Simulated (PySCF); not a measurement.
Zinc-blende GaN (metastable phase): PBE at its full settings () and at cheaper ones, in a cell of 2 atoms.

```
level and setting                    lattice constant a (Å)  bulk modulus (GPa)
-----------------------------------  ----------------------  ------------------
PBE (PySCF)                                           4.561                 172
PBE/6-31G* (2×2×2 k mesh) (PySCF)                     4.591                 165
PBE/GTH-DZVP (2×2×2 k mesh) (PySCF)                   4.597                 162
PBE/GTH-SZV (2×2×2 k mesh) (PySCF)                      [?]                 [?]
```

Question: Estimate the withheld entries.

Answer: 
- PBE/GTH-SZV (2×2×2 k mesh) (PySCF), lattice constant a (Å): 4.689
- PBE/GTH-SZV (2×2×2 k mesh) (PySCF), bulk modulus (GPa): 146

Largest shifts from the full settings: lattice constant a +2.81 % (PBE/GTH-SZV (2×2×2 k mesh)), against a difference of +1.36 % of the full result from the reference 4.5 Å (measured, 300 K, no zero-point or thermal correction; as tabulated in Vurgaftman et al. (2001), doi:10.1063/1.1368156); bulk modulus -15.1 % (PBE/GTH-SZV (2×2×2 k mesh)).

The full settings aren't shown to be converged themselves.

Run with cheap settings on purpose, which may leave them unconverged: PBE/6-31G* (2×2×2 k mesh), PBE/GTH-DZVP (2×2×2 k mesh), PBE/GTH-SZV (2×2×2 k mesh).
